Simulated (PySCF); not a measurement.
Compound: C3H4F2S.
Geometry (PBE0-D3(BJ)/def2-SVP, Å), atoms numbered from 1 in this order:
```
atom  x, y, z in Å
C1     1.2814    0.0575    0.0303
C2    -0.0718   -0.0023    0.6464
S3    -0.3899   -0.0231    2.2329
C4    -1.2166   -0.0506   -0.3484
F5    -1.1532    1.0318   -1.1560
F6    -1.0808   -1.1479   -1.1263
H7     2.0671    0.0804    0.7936
H8     1.4202   -0.8130   -0.6324
H9     1.3505    0.9508   -0.6127
H10   -2.1968   -0.0767    0.1532
```

The closed-shell ground state was solved at several levels (PySCF, density fitting, gas phase, non-relativistic).

| level | basis functions | HOMO (eV) | LUMO (eV) | gap (eV) | dipole (D) |
| --- | --- | --- | --- | --- | --- |
| PBE0/pcSseg-1 | 129 | -7.05 | -2.74 | 4.31 | 0.85 |
| CAM-B3LYP/def2-SVPD | 165 | -8.46 | -1.68 | 6.78 | 0.88 |

Task: What might wB97X-D/pcSseg-2 (279 basis functions) give for the same quantities?

Result: HOMO -8.93 eV, LUMO -0.98 eV, gap 7.95 eV, dipole 0.91 D.

Task: Over all these levels, which gives the widest orbital gap and which the narrowest?

Result: wB97X-D/pcSseg-2 (range-separated hybrid) has the widest, 7.95 eV, and PBE0/pcSseg-1 (global hybrid, 25 % exact exchange) the narrowest, 4.31 eV. Functional and basis both differ between the two, so the spread mixes both effects.

Task: How far do the dipole and the HOMO energy spread over the levels?

Result: The dipole runs from 0.85 to 0.91 D (mean 0.88 D) and the HOMO from -8.93 to -7.05 eV.

One conformer stands for the species.
